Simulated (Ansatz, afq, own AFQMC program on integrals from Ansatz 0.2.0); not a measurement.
**Atomization energy of BBr$_{3}$, singlet**

```xyz
4

B     0.0000    0.0000    0.0000
Br    1.8968    0.0208   -0.0055
Br   -0.9664    1.6323   -0.0058
Br   -0.9304   -1.6531    0.0113
```

Connectivity, by distances: Br–B(–Br)–Br.

Atoms in their ground-state spins without spin–orbit coupling (mostly on UHF) minus the molecule (RHF), without zero-point energy. The geometry is a stationary point, not shown to be a minimum.

Basis cc-pVDZ. Noble-gas cores (and the filled d shells of Ga–Kr and In–Xe) are frozen. Integrals, coupled cluster, full CI and functionals: Ansatz 0.2.0; the random walks run on the same integrals in our own AFQMC program. ph-AFQMC/CISD is guided by a CISD state made of CCSD amplitudes; releasing the constraint for a short imaginary time cuts its bias at the price of noise, slowly where states lie close. Error bars are statistical, one sigma. No spin–orbit coupling. The errors of all members are added in quadrature.

No full CI on the walks' own integrals is used here. The released AFQMC energy serves as the reference, which it does only where one determinant dominates, the energy is flat over the last release times and near the phaseless one (40 meV or 2 meV an electron, half that with transition metals). On small molecules, where full CI could be run and the noise was under 10 meV, such values lay within 10 meV of it in 19 cases of 20, a flattering rate, since the rule was set on those same cases; what remains of the bias isn't in the error bar. Each member takes its own surest rung, up to full CI.

The best estimate is CCSD(T) at the basis-set limit (CBS: def2-TZVPP and def2-QZVPP, with their diffuse functions for anions and beside diffuse sets, CCSD(T) itself extrapolated) plus the step from CCSD(T) to AFQMC with the constraint released in cc-pVDZ. Rows without CBS are in cc-pVDZ, the functionals in def2-TZVP; B2PLYP and the wave-function rows carry a basis error of their own. Core correlation and relativity beyond core potentials are missing, and ± holds the sampling alone.

Cautions: inner d shell frozen; no relativity below Rb; no spin-orbit coupling; BBr₃ (singlet): the released value is read at 0.90 1/Eh (meV from the phaseless value at times in 1/Eh: -3 ± 9 at 0.21, -6 ± 8 at 0.42, 1 ± 8 at 0.63, -5 ± 8 at 0.90); other spins of the molecule weren't checked.

Best estimate: 1150.1 ± 0.8 kJ/mol.

```csv
level,atomization energy (kJ/mol),error against the best estimate (kJ/mol)
HF,824.7,-325.4 ± 0.8
MP2,1120.8,-29.3 ± 0.8
CCSD,1026.1,-124.0 ± 0.8
CCSD(T),1052.3,-97.7 ± 0.8
ph-AFQMC/CISD,1054.0 ± 0.7,-96.1 ± 1.1
released AFQMC,1054.1 ± 0.8,-96.0
HF/CBS,828.4,-321.7 ± 0.8
MP2/CBS,1220.9,70.9 ± 0.8
CCSD(T)/CBS,1148.6,-1.5 ± 0.8
PBE,1207.3,57.2 ± 0.8
r2SCAN,1198.5,48.4 ± 0.8
PBE0,1180.2,30.1 ± 0.8
B3LYP,1114.0,-36.1 ± 0.8
wB97M-V,1153.7,3.6 ± 0.8
B2PLYP,1132.7,-17.4 ± 0.8
```

Correlation beyond CCSD(T) changes it by less than twice the noise. Going to the basis-set limit adds 96.2 kJ/mol at CCSD(T). The perturbative (T) step is worth +26.3 kJ/mol.

Best estimates are given only where the step beyond CCSD(T) is under 0.3 eV and no member's determinant is very poor (T1 over 0.05, or 0.07 for open shells, ⟨S²⟩ too high by 0.3, two states mixed), so the hardest cases are missing from such tables.

The functionals ran in a triple-zeta set and keep a basis error of their own, a few kJ/mol for each bond in atomization energies and more for double hybrids, so close places among them and the extrapolated levels can swap.

Each member of a difference takes its own highest rung, so a best estimate needn't equal the limit plus the step of one row. A walk keeps the symmetry of its determinant, which the program's search chose and which needn't be the lowest solution, so a lower state of the same spin and another symmetry isn't excluded. Released energies are given only where the last usable release times agree within the noise; a slower fall can still hide under it.
